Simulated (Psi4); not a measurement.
**MP2/def2-TZVPP run of H2O2 (hydrogen peroxide)**

What is the vertical ionisation energy of H2O2 (hydrogen peroxide) at MP2/def2-TZVPP? 

The calculation is run with Psi4 1.11.

## (1) The molecule

H2O2: 4 atoms, total charge 0, spin state singlet. SMILES: `OO`. Geometry: relaxed at PBE0-D4/def2-TZVP.

Bond lengths: O1–O2 1.426 Å, O1–H3 0.965 Å, O2–H4 0.965 Å. Angles: O1–O2–H4 101.1°, O2–O1–H3 101.1°.

## (2) The energy at MP2/def2-TZVPP

Input file input.json:

```json
{
  "schema_name": "qcschema_input",
  "schema_version": 1,
  "molecule": {
    "schema_name": "qcschema_molecule",
    "schema_version": 2,
    "symbols": ["O", "O", "H", "H"],
    "geometry": [-0.91991868, -1.09811985, 0.05782562, 0.09127377, 1.37647651, 0.39098434, 0.35224495, -2.11082408, 0.88325799, 0.47639996, 1.8326564, -1.33206795],
    "molecular_charge": 0,
    "molecular_multiplicity": 1,
    "fix_symmetry": "c1"
  },
  "driver": "energy",
  "model": {
    "method": "mp2",
    "basis": "def2-TZVPP"
  },
  "keywords": {
    "reference": "rhf",
    "puream": true,
    "e_convergence": 1e-09,
    "d_convergence": 1e-08,
    "scf_type": "pk",
    "num_frozen_docc": 2,
    "mp2_type": "conv"
  }
}
```

The run is started by

```
$ psi4 --qcschema input.json -n 1 --memory 1600MB
```

stdout (excerpt; [...] marks lines left out):

```text
[...]
  Running in c1 symmetry.
[...]
  Nuclear repulsion =   37.283118750301384
[...]
  Multiplicity = 1
[...]
  Nalpha       = 9
  Nbeta        = 9
[...]
    Number of basis functions: 90
[...]
   @RHF iter   1:  -150.79703838540593   -7.46446e-01   3.73051e-03 ADIIS/DIIS
[...]
   @RHF iter  11:  -150.84575050282595   -6.16751e-12   9.33792e-09 DIIS
[...]
    Orbital Energies [Eh]
    ---------------------
    Doubly Occupied:
       1A    -20.626337     2A    -20.626032     3A     -1.484545
       4A     -1.208269     5A     -0.719100     6A     -0.712539
       7A     -0.615264     8A     -0.514940     9A     -0.481518
[...]
  @RHF Final Energy:  -150.84575050282595
   => Energetics <=
    Nuclear Repulsion Energy =             37.2831187503013837
    One-Electron Energy =                -282.2806527443489131
    Two-Electron Energy =                  94.1517834912215932
    Total Energy =                       -150.8457505028259220
[...]
 Multipole Moments:
 ------------------------------------------------------------------------------------
     Multipole            Electronic (a.u.)      Nuclear  (a.u.)        Total (a.u.)
 ------------------------------------------------------------------------------------
 L = 1.  Multiply by 2.5417464519 to convert [e a0] to [Debye]
 Dipole X            :         -0.1420299            0.7731780            0.6311481
 Dipole Y            :          0.0477148           -0.2596362           -0.2119214
 Dipole Z            :          0.0769403           -0.4187680           -0.3418277
 Magnitude           :                                                    0.7484015
[...]
	SCS-MP2 Total Energy (a.u.)        :  -151.33117893148224
	SOS-MP2 Total Energy (a.u.)        :  -151.29037105728955
	SCSN-MP2 Total Energy (a.u.)       :  -151.06121607856332
[...]
	SOS-PI-MP2 Total Energy (a.u.)     :  -151.36447448303349
[...]
	MP2 Total Energy (a.u.)            :  -151.33869125412366
[...]
```

The result, in JSON:

```text
{
 "driver": "energy",
 "model": {
  "method": "mp2",
  "basis": "def2-TZVPP"
 },
 "success": true,
 "return_result": -151.33869125412366,
 "properties": {
  "calcinfo_nbasis": 90,
  "calcinfo_nmo": 90,
  "calcinfo_nalpha": 9,
  "calcinfo_nbeta": 9,
  "calcinfo_natom": 4,
  "nuclear_repulsion_energy": 37.283118750301384,
  "return_energy": -151.33869125412366,
  "scf_one_electron_energy": -282.2806527443489,
  "scf_two_electron_energy": 94.1517834912216,
  "scf_dipole_moment": [0.6311480793060359, -0.21192136101380232, -0.34182772312902754],
  "scf_total_energy": -150.84575050282595,
  "scf_iterations": 11,
  "mp2_same_spin_correlation_energy": -0.12242362257803818,
  "mp2_opposite_spin_correlation_energy": -0.37051712871967213,
  "mp2_singles_energy": 0.0,
  "mp2_doubles_energy": -0.4929407512977103,
  "mp2_correlation_energy": -0.4929407512977093,
  "mp2_total_energy": -151.33869125412366
 }
}
```

Run time: 7.5 s. Hardware: 1 thread of AMD EPYC 7R43 (Zen 3), shared host; peak memory 0.45 GiB.

## (3) The doublet cation

Input file calc.inp:

```
memory 1600 MB

molecule {
  1 2
  O     -0.486800    -0.581100     0.030600
  O      0.048300     0.728400     0.206900
  H      0.186400    -1.117000     0.467400
  H      0.252100     0.969800    -0.704900
  units angstrom
  symmetry c1
}

set basis def2-TZVPP
set reference uhf
set puream true
set e_convergence 1e-09
set d_convergence 1e-08
set scf_type pk
set num_frozen_docc 2
set mp2_type conv
set maxiter 100

e, wfn = energy('mp2', return_wfn=True)
```

The run is started by

```
$ psi4 calc.inp calc.out -n 1
```

calc.out (excerpt; [...] marks lines left out):

```text
[...]
  Running in c1 symmetry.
[...]
  Nuclear repulsion =   37.283118773714371
[...]
  Multiplicity = 2
[...]
  Nalpha       = 9
  Nbeta        = 8
[...]
    Number of basis functions: 90
[...]
   @UHF iter   1:  -150.36749018623419   -3.16898e-01   4.03151e-03 ADIIS/DIIS
[...]
   @UHF iter  23:  -150.43510903291042    1.07718e-11   2.19398e-09 DIIS
[...]
   @S^2 Observed:                7.732544343E-01
[...]
  @UHF Final Energy:  -150.43510903291042
   => Energetics <=
    Nuclear Repulsion Energy =             37.2831187737143708
    One-Electron Energy =                -274.9192256251069466
    Two-Electron Energy =                  87.2009978184821790
    Total Energy =                       -150.4351090329104181
  UHF NO Occupations:
  HONO-2 :    7  A 1.9989545
  HONO-1 :    8  A 1.9903389
[...]
 Multipole Moments:
 ------------------------------------------------------------------------------------
     Multipole            Electronic (a.u.)      Nuclear  (a.u.)        Total (a.u.)
 ------------------------------------------------------------------------------------
 L = 1.  Multiply by 2.5417464519 to convert [e a0] to [Debye]
 Dipole X            :         -0.0958384            0.7731780            0.6773396
 Dipole Y            :          0.0322254           -0.2596362           -0.2274107
 Dipole Z            :          0.0519265           -0.4187680           -0.3668415
 Magnitude           :                                                    0.8031670
[...]
	SCS-MP2 Total Energy (a.u.)        :  -150.90863958520728
	SOS-MP2 Total Energy (a.u.)        :  -150.86676821094156
	SCSN-MP2 Total Energy (a.u.)       :  -150.65618988903330
[...]
	SOS-PI-MP2 Total Energy (a.u.)     :  -150.93871140728007
[...]
	MP2 Total Energy (a.u.)            :  -150.92043913740014
[...]
```

Run time: 11 s. Hardware: 1 thread of AMD EPYC 7R43 (Zen 3), shared host; peak memory 0.45 GiB.

## (4) Outcome

At MP2/def2-TZVPP, 2 core orbitals frozen:

| quantity | value |
| --- | --- |
| singlet H2O2: total energy | -151.33869 Eh |
| singlet H2O2: HOMO energy (Hartree–Fock orbitals) | -13.10 eV |
| singlet H2O2: LUMO energy (Hartree–Fock orbitals) | 3.62 eV |
| singlet H2O2: HOMO–LUMO gap (Hartree–Fock orbitals) | 16.72 eV |
| singlet H2O2: correlation energy (2 core orbitals frozen) | -492.9 mEh |
| doublet cation: total energy | -150.92044 Eh |
| doublet cation: HOMO energy (Hartree–Fock orbitals) (highest over α and β) | -21.99 eV |
| doublet cation: LUMO energy (Hartree–Fock orbitals) (lowest over α and β) | -9.51 eV |
| doublet cation: correlation energy (2 core orbitals frozen) | -485.3 mEh |
| doublet cation: ⟨S²⟩ of the reference determinant | 0.773 |
| vertical ionisation energy (to the doublet cation) | 11.381 eV |

What this shows: The vertical ionisation energy comes to 11.38 eV (262 kcal/mol).
